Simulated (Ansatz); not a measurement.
# C₃H₈OS: small, medium and large basis sets

The task here is to estimate one member of a computed series from the others.

Program: Ansatz 0.2.0, Gaussian basis. Level of theory: one geometry, several basis sets. These are calculated values, not measurements.

Levels to be run: PBE0-D4/def2-SVP; ωB97M-V/def2-SVP; PBE0-D4/def2-QZVPP; ωB97M-V/def2-QZVPP; the functionals' def2-TZVPP values are taken from earlier runs.

### Structure used throughout

The geometry comes from an earlier relaxation with PBE0-D4 in a triple-zeta def2 set; it is a stationary point, not always the lowest conformer.

SMILES `COC(C)S`, 13 atoms, charge 0, spin multiplicity 1.

Atoms are counted from 1 here; the program's logs count them from 0.

Bond lengths: C1–O2 1.406 Å, C1–H6 1.098 Å, C1–H7 1.089 Å, C1–H8 1.095 Å, O2–C3 1.392 Å, C3–C4 1.509 Å, C3–S5 1.836 Å, C3–H9 1.101 Å, C4–H10 1.092 Å, C4–H11 1.092 Å, C4–H12 1.089 Å, S5–H13 1.343 Å. Angles: O2–C1–H6 111.1°, O2–C1–H7 107.0°, O2–C1–H8 111.2°, H6–C1–H7 109.1°, H6–C1–H8 108.9°, H7–C1–H8 109.5°, C1–O2–C3 114.5°, O2–C3–C4 107.8°, O2–C3–S5 113.7°, O2–C3–H9 110.3°, C4–C3–S5 112.1°, C4–C3–H9 110.5°, S5–C3–H9 102.5°, C3–C4–H10 110.1°, C3–C4–H11 109.7°, C3–C4–H12 110.6°, H10–C4–H11 108.2°, H10–C4–H12 108.8° and more.

Coordinates:

```mol
C3H8OS
  3D, bonds by distance, orders not assigned

 13 12  0  0  0  0  0  0  0  0999 V2000
   -1.8386   -0.2176    0.6355 C   0  0
   -0.8248    0.4066   -0.1118 O   0  0
    0.3875   -0.2771   -0.1246 C   0  0
    1.2556    0.3440   -1.1910 C   0  0
    1.2261   -0.3221    1.5076 S   0  0
   -2.0502   -1.2242    0.2505 H   0  0
   -2.7323    0.3973    0.5362 H   0  0
   -1.5623   -0.2935    1.6926 H   0  0
    0.2215   -1.3444   -0.3356 H   0  0
    1.4401    1.3950   -0.9591 H   0  0
    0.7463    0.2916   -2.1559 H   0  0
    2.2114   -0.1743   -1.2576 H   0  0
    1.5400    0.9840    1.5280 H   0  0
  1  2  8  0
  2  3  8  0
  3  4  8  0
  3  5  8  0
  1  6  8  0
  1  7  8  0
  1  8  8  0
  3  9  8  0
  4 10  8  0
  4 11  8  0
  4 12  8  0
  5 13  8  0
M  END
```

The first run:

Contents of in.yaml:

```yaml
crystal:
  periodic: [false, false, false]
  atoms:
    - {symbol: C, position_ang: [-1.838584, -0.217577, 0.635503]}
    - {symbol: O, position_ang: [-0.824769, 0.406614, -0.111801]}
    - {symbol: C, position_ang: [0.387505, -0.277097, -0.124615]}
    - {symbol: C, position_ang: [1.255581, 0.343959, -1.190980]}
    - {symbol: S, position_ang: [1.226118, -0.322087, 1.507554]}
    - {symbol: H, position_ang: [-2.050192, -1.224211, 0.250474]}
    - {symbol: H, position_ang: [-2.732299, 0.397299, 0.536180]}
    - {symbol: H, position_ang: [-1.562277, -0.293534, 1.692632]}
    - {symbol: H, position_ang: [0.221474, -1.344371, -0.335583]}
    - {symbol: H, position_ang: [1.440098, 1.394998, -0.959100]}
    - {symbol: H, position_ang: [0.746325, 0.291641, -2.155920]}
    - {symbol: H, position_ang: [2.211446, -0.174311, -1.257625]}
    - {symbol: H, position_ang: [1.539974, 0.983979, 1.527982]}
basis:
  gaussian: {orbitals: def2-SVP}
hamiltonian: {xc: pbe0, dispersion: d4}
output: {orbitals: {seedname: orbitals}}
```

Command:

```sh
> ansatz run in.yaml --threads 4 --pin off --events-out ev --progress --plain --max-ram 10444MiB
```

Steps of the session up to this table: PBE0-D4 in def2-SVP; ωB97M-V in def2-SVP; PBE0-D4 in def2-QZVPP; ωB97M-V in def2-QZVPP.

One of the session's tables, all rows but one given; the rest of the session is left out.

It belongs to the step «Density functionals: the series». 

```
functional       basis  HOMO (eV)  LUMO (eV)
   PBE0-D4    def2-SVP      -6.89       1.10
   PBE0-D4  def2-TZVPP      -7.02       0.55
   PBE0-D4  def2-QZVPP      -7.06       0.34
   ωB97M-V    def2-SVP          ?          ?
   ωB97M-V  def2-TZVPP      -9.29       2.35
   ωB97M-V  def2-QZVPP      -9.33       1.82
```

Q: Estimate the row for ωB97M-V, def2-SVP from the others.

The run gave: HOMO (eV): -9.13; LUMO (eV): 3.07. In the column «HOMO (eV)» it lies between ωB97M-V, def2-TZVPP (-9.29) and PBE0-D4, def2-QZVPP (-7.06).
